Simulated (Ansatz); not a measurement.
# CH6BN: small, medium and large basis sets

The task here is to estimate one member of a computed series from the others.

Computed with Ansatz 0.2.0, Gaussian basis. Level: one geometry, several basis sets.

The runs, in order: PBE0-D4/def2-SVP; ωB97M-V/def2-SVP; PBE0-D4/def2-QZVPP; ωB97M-V/def2-QZVPP; the functionals' def2-TZVPP values are taken from earlier runs.

1 further run of the same task is left out (it didn't finish).

### The relaxed structure

All runs share one geometry, relaxed beforehand with PBE0-D4 in a triple-zeta def2 set.

9 atoms, charge 0, spin multiplicity 1.

Atoms are counted from 1 here; the program's logs count them from 0.

Bond lengths: B1–C2 1.540 Å, B1–H4 1.223 Å, B1–H5 1.216 Å, B1–H6 1.224 Å, C2–N3 1.302 Å, C2–H7 1.092 Å, N3–H8 1.009 Å, N3–H9 1.011 Å. Angles: C2–B1–H4 105.4°, C2–B1–H5 111.8°, C2–B1–H6 104.5°, H4–B1–H5 114.8°, H4–B1–H6 104.9°, H5–B1–H6 114.5°, B1–C2–N3 125.1°, B1–C2–H7 122.0°, N3–C2–H7 112.9°, C2–N3–H8 123.8°, C2–N3–H9 118.3°, H8–N3–H9 117.9°.

Set-up of the first run:

Input file in.yaml:

```yaml
crystal:
  periodic: [false, false, false]
  atoms:
    - {symbol: B, position_ang: [0.225737, 1.036774, -0.458460]}
    - {symbol: C, position_ang: [0.278024, -0.460990, -0.102543]}
    - {symbol: N, position_ang: [-0.521655, -1.061204, 0.731481]}
    - {symbol: H, position_ang: [1.353707, 1.459663, -0.246749]}
    - {symbol: H, position_ang: [-0.657219, 1.614031, 0.146173]}
    - {symbol: H, position_ang: [0.105751, 1.059065, -1.676846]}
    - {symbol: H, position_ang: [1.012428, -1.136284, -0.547533]}
    - {symbol: H, position_ang: [-0.473629, -2.045579, 0.945653]}
    - {symbol: H, position_ang: [-1.234644, -0.511776, 1.191624]}
basis:
  gaussian: {orbitals: def2-SVP}
hamiltonian: {xc: pbe0, dispersion: d4}
output: {orbitals: {seedname: orbitals}}
```

Started as:

```console
> ansatz run in.yaml --threads 2 --pin off --events-out ev --progress --plain --max-ram 4352MiB
```

Among the steps run: PBE0-D4 in def2-SVP; ωB97M-V in def2-SVP; PBE0-D4 in def2-QZVPP; ωB97M-V in def2-QZVPP.

One of the session's tables, all rows but one given; the rest of the session is left out.

It belongs to the step «Functionals by basis». 

```
functional       basis  HOMO (eV)
   PBE0-D4    def2-SVP      -7.66
   PBE0-D4  def2-TZVPP      -7.80
   PBE0-D4  def2-QZVPP      -7.82
   ωB97M-V    def2-SVP          ?
   ωB97M-V  def2-TZVPP      -9.99
   ωB97M-V  def2-QZVPP     -10.01
```

Q: Estimate the row for ωB97M-V, def2-SVP from the others.

**Answer.** HOMO (eV): -9.79. In the column «HOMO (eV)» it lies between ωB97M-V, def2-TZVPP (-9.99) and PBE0-D4, def2-QZVPP (-7.82).
